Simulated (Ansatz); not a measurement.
## SiP⁺, triplet: vertical spin and charge gaps

Geometry (PBE0/def2-TZVP stationary point for this spin):

```xyz
2

Si    0.0000    0.0000    0.0000
P     0.0000    0.0000    2.2166
```

Basis cc-pVDZ; Ansatz 0.2.0. Only valence electrons are correlated (noble-gas cores frozen). R marks a restricted (for open shells ROHF) determinant, U an unrestricted one. Active spaces: valence = (8e, 8o) chosen from the atoms' valence shells.

Gaps are energies of the second state less the first, at fixed atoms, for a selection of the levels run; each method lands on the state that its own search finds for that charge and spin.

For open shells CISD and CISDTQ are restricted-active-space CI with the open shells as a complete middle space. The determinant of the SiP⁺ singlet fills πx and πy unequally, so it is a mixture of Σ and Δ, which weighs on every level built on one determinant.

Singlet less triplet: 0.769 eV at full CI (triplet A2, singlet A1, in C2v).

By full CI's occupations no single determinant describes the singlet well.

| level | gap (eV) | error (meV) |
| --- | --- | --- |
| RHF | 1.465 | 696 |
| RMP2 | 1.155 | 386 |
| CISD | 1.138 | 369 |
| RCCSD | 0.992 | 223 |
| RCCSD(T) | 0.930 | 161 |
| BCCD(T) | 0.933 | 164 |
| RCCSDT* | 0.847 | 78 |
| CISDTQ | 0.869 | 100 |
| RCCSDT(Q)* | 0.777 | 8 |
| RCCSDTQ* | 0.774 | 5 |

An asterisk marks runs whose energy the program itself flagged as in doubt.

Quintet less triplet: 1.831 eV at full CI (triplet A2, quintet B2, in C2v).

```tsv
level	gap (eV)	error (meV)
RHF	1.362	-469
UHF	1.327	-504
RMP2	1.694	-137
UMP2	1.705	-126
CISD	1.636	-195
RCCSD	1.790	-41
UCCSD	1.791	-40
RCCSD(T)	1.821	-10
UCCSD(T)	1.821	-10
BCCD(T)	1.821	-10
RCCSDT	1.829	-2
UCCSDT	1.829	-2
CISDTQ	1.817	-14
RCCSDT(Q)	1.831	0
UCCSDT(Q)	1.832	1
RCCSDTQ	1.831	0
UCCSDTQ	1.831	0
CASSCF (valence space)	1.835	4
NEVPT2 (valence space)	1.796	-35
MRCISD (valence space)	1.819	-12
MRCISD+Q (valence space)	1.802	-29
PBE	1.990	159
r2SCAN	1.833	2
PBE0	1.906	75
B3LYP	2.095	264
wB97M-V	2.254	423
B2PLYP	1.991	160
RPA-PBE	2.033	202
```

In so small a basis the reference is far from its limit while semilocal and hybrid functionals are nearer theirs (RPA and double hybrids share much of the reference's basis error), so the functionals' errors here hold much of the reference's basis and frozen-core error, which can add to them or hide them.

Full CI is exact within this basis and frozen core; it isn't the basis-set limit. The frozen core follows each run's orbitals, which can shift R against U totals by a few meV.
